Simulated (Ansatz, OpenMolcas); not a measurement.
A ladder of methods for CH3BO (Borane carbonyl)

CH3BO has 6 atoms, charge 0, and is taken as a singlet. SMILES: `[BH3-]C#[O+]`. The coordinates come from a PBE0-D4/def2-TZVP relaxation.

Each level gives the electronic atomisation energy (eV). The values are calculated. Electronic energies at fixed atoms, without zero-point motion or spin-orbit coupling.

```
              level                    kind     program  value (eV)  less CCSD(T)/def2-TZVP
       HF/def2-TZVP            Hartree–Fock  OpenMolcas       17.87                   -5.90
    SVWN5/def2-TZVP                     LDA      Ansatz       28.54                   +4.77
    M06-L/def2-TZVP                meta-GGA  OpenMolcas       25.03                   +1.26
    BHLYP/def2-TZVP           global hybrid      Ansatz       23.63                   -0.14
     PBE0/def2-TZVP           global hybrid  OpenMolcas       24.72                   +0.95
CAM-B3LYP/def2-TZVP  range-separated hybrid      Ansatz       24.73                   +0.96
  CCSD(T)/def2-TZVP   coupled cluster or CI      Ansatz       23.77                    0.00
     CCSD/def2-TZVP   coupled cluster or CI      Ansatz       23.32                   -0.45
```

Differences are taken from CCSD(T)/def2-TZVP for orientation; it has basis-set and higher-order errors of its own. The values span 17.87 to 28.54 eV.
